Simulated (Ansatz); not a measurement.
# Forces on a displaced structure

B2H2Cl (SMILES [BH]BCl), doublet, displaced at random from a GFN2-xTB minimum.

B1  (-0.899, 0.161, -0.436)
B2  (0.483, 0.044, 0.177)
Cl3  (1.062, -1.413, 1.038)
H4  (-2.070, 0.389, -0.869)
H5  (1.541, 0.764, 0.054)
(Å)

Computed with Ansatz 0.2.0 (basis: def2-TZVPP); correlated methods freeze the cores; orbitals are unrestricted.

CCSD(T) forces from the calculation:
```tsv
atom	Fx	Fy	Fz (eV/Å)
B1	-3.739	0.887	-1.448
B2	4.401	0.039	0.849
Cl3	-0.516	-0.199	0.101
H4	1.773	-0.458	0.653
H5	-1.919	-0.269	-0.155
```

Root-mean-square difference of the force components from those of CCSD(T): PBE0-D4 0.144; wB97M-V 0.122; r2SCAN-D4 0.159; PBE-D4 0.257; SPW92 0.416; BHLYP-D4 0.124 eV/Å.

The T1 diagnostic stays at or below 0.017. ⟨S²⟩ of the unrestricted Hartree–Fock references: 0.76 (a pure state has 0.75). These are differences at one structure, and CCSD(T) in triple zeta is itself an approximation.

For scale, one of the runs: CCSD(T)/def2-TZVPP forces, 132 basis functions (an equivalent command: `ansatz run in.yaml --threads 4`). Time: 75 s of wall clock on 4 CPU threads; the host was shared. Peak host memory: 2.6 GiB.
